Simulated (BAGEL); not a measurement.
**B3LYP/6-31G(d) (density fitting with qzvpp-jkfit, spherical functions) run of BH3 (borane)**

Aim: the energy change on altering one bond length of BH3 (borane) at B3LYP/6-31G* (density fitting with qzvpp-jkfit, spherical functions), from 2 runs. 

The results are computed with BAGEL 1.2.2.

17 further runs of the same task are left out: 17 set aside as unsound or not needed.

### 1 Starting point

BH3 has 4 atoms, charge 0, and is taken as a singlet. As SMILES, `B`. The shape is that of a PBE0-D4/def2-TZVP optimisation.

Bond lengths: B1–H2 1.193 Å, B1–H3 1.193 Å, B1–H4 1.193 Å. Angles: H2–B1–H3 120.0°, H2–B1–H4 120.0°, H3–B1–H4 120.0°.

### 2 The energy at B3LYP/6-31G(d) (density fitting with qzvpp-jkfit, spherical functions)

File dft.json:

```json
{ "bagel" : [

{
  "title" : "molecule",
  "basis" : "6-31gs.json",
  "df_basis" : "qzvpp-jkfit",
  "angstrom" : true,
  "geometry" : [
    { "atom" : "B", "xyz" : [       0.013900,      -0.015100,      -0.005100 ] },
    { "atom" : "H", "xyz" : [       0.982200,       0.381700,       0.568800 ] },
    { "atom" : "H", "xyz" : [      -0.276200,      -1.171800,       0.043000 ] },
    { "atom" : "H", "xyz" : [      -0.664400,       0.744900,      -0.626900 ] }
  ]
},

{ "title" : "ks", "xc_func" : "b3lyp" },

{ "title" : "print", "file" : "orbitals.molden", "orbitals" : true }

]}
```

The basis set 6-31G* is read from a file made from the Basis Set Exchange's data (not shown).

Started as:

```
$ BAGEL_NUM_THREADS=1 BAGEL dft.json > dft.out
```

The program printed:

```text
* using 1 threads per process

  ===============================================================
  ===============================================================

  *** Geometry ***

  { "atom" : "B", "xyz" : [      0.026267,     -0.028535,     -0.009638 ] },
  { "atom" : "H", "xyz" : [      1.856089,      0.721308,      1.074876 ] },
  { "atom" : "H", "xyz" : [     -0.521942,     -2.214381,      0.081258 ] },
  { "atom" : "H", "xyz" : [     -1.255534,      1.407657,     -1.184669 ] },

  Number of auxiliary basis functions:      129

  Since a DF basis is specified, we compute 2- and 3-index integrals:
    o Being stored without compression. Storage requirement is 0.000 GB

  Number of basis functions:       20
  Number of electrons      :        8

    * METHOD: MOLECULE                             0.02

  *** Kohn-Sham DFT ***

    * Removing 4596 points whose weight is below 1.00e-10
    * Grid points: 55028

  === Nuclear Repulsion ===
     7.4188382348

       - DIIS with orbital gradients will be used.

  === KS iteration (b3lyp / 6-31gs.json) ===
      0        -23.59368295          0.15173157           0.05
      1        -25.81717763          0.09365781           0.04
      2        -26.29028766          0.07385447           0.03
      3        -26.61178252          0.00317870           0.03
      4        -26.61242188          0.00022601           0.03
      5        -26.61242478          0.00000746           0.03
      6        -26.61242479          0.00000089           0.03
      7        -26.61242479          0.00000002           0.03
      8        -26.61242479          0.00000001           0.03
    * SCF iteration converged.

    * Permanent dipole moment:
           (   -0.000027,     0.000013,     0.000067) a.u.

    * METHOD: KS                                   0.40

    * METHOD: PRINT                                0.00

  ===============================================================
```

Run time: 0.64 s. Hardware: 1 thread of Intel Xeon Platinum 8488C (Sapphire Rapids), shared host.

### 3 The distorted shape at the same level

File dft.json:

```json
{ "bagel" : [

{
  "title" : "molecule",
  "basis" : "6-31gs.json",
  "df_basis" : "qzvpp-jkfit",
  "angstrom" : "true",
  "geometry" : [
    { "atom" : "B", "xyz" : [    0.158940,    0.563211,   -0.029148 ] },
    { "atom" : "H", "xyz" : [    1.127240,    0.960011,    0.544752 ] },
    { "atom" : "H", "xyz" : [   -0.276200,   -1.171800,    0.043000 ] },
    { "atom" : "H", "xyz" : [   -0.519360,    1.323211,   -0.650948 ] }
  ]
},
{ "title" : "ks", "xc_func" : "b3lyp" },
{ "title" : "print", "file" : "orbitals.molden", "orbitals" : "true" }

]}
```

The basis set 6-31G* is read from a file made from the Basis Set Exchange's data (not shown).

Started as:

```
$ BAGEL_NUM_THREADS=1 BAGEL dft.json > dft.out
```

The program printed:

```text
* using 1 threads per process

  ===============================================================
  ===============================================================

  *** Geometry ***

  { "atom" : "B", "xyz" : [      0.300353,      1.064315,     -0.055082 ] },
  { "atom" : "H", "xyz" : [      2.130175,      1.814158,      1.029432 ] },
  { "atom" : "H", "xyz" : [     -0.521942,     -2.214381,      0.081258 ] },
  { "atom" : "H", "xyz" : [     -0.981448,      2.500506,     -1.230113 ] },

  Number of auxiliary basis functions:      129

  Since a DF basis is specified, we compute 2- and 3-index integrals:
    o Being stored without compression. Storage requirement is 0.000 GB

  Number of basis functions:       20
  Number of electrons      :        8

    * METHOD: MOLECULE                             0.02

  *** Kohn-Sham DFT ***

    * Removing 4051 points whose weight is below 1.00e-10
    * Grid points: 55573

  === Nuclear Repulsion ===
     6.5748026544

       - DIIS with orbital gradients will be used.

  === KS iteration (b3lyp / 6-31gs.json) ===
      0        -23.23407267          0.14107963           0.04
      1        -25.56538023          0.09760657           0.04
      2        -25.77776773          0.10498965           0.03
      3        -26.54339998          0.00338567           0.03
      4        -26.54399909          0.00057106           0.03
      5        -26.54401699          0.00021403           0.03
      6        -26.54401942          0.00002406           0.03
      7        -26.54401945          0.00000073           0.03
      8        -26.54401945          0.00000005           0.03
      9        -26.54401945          0.00000001           0.03
    * SCF iteration converged.

    * Permanent dipole moment:
           (   -0.088475,    -0.352703,     0.014714) a.u.

    * METHOD: KS                                   0.45

    * METHOD: PRINT                                0.00

  ===============================================================
```

Wall time 0.71 s (1 thread of Intel Xeon Platinum 8488C (Sapphire Rapids), shared host).

### 4 Outcome

At B3LYP/6-31G* (density fitting with qzvpp-jkfit, spherical functions):

```
                                                         quantity         value
                                        first shape: total energy  -26.61242 Eh
                                       first shape: dipole moment        0.00 D
                                         first shape: HOMO energy      -9.57 eV
                                         first shape: LUMO energy      -1.78 eV
                                       first shape: HOMO–LUMO gap       7.78 eV
                                    distorted shape: total energy  -26.54402 Eh
                                   distorted shape: dipole moment        0.93 D
                                     distorted shape: HOMO energy      -7.96 eV
                                     distorted shape: LUMO energy      -2.11 eV
                                   distorted shape: HOMO–LUMO gap       5.85 eV
energy change with the B1–H3 bond stretched from 1.193 to 1.790 Å      1.861 eV
```

What this shows: With the B1–H3 bond stretched from 1.193 to 1.790 Å the energy rises by 1.86 eV (43 kcal/mol). The first shape isn't relaxed at this level, so the change isn't measured from a minimum.
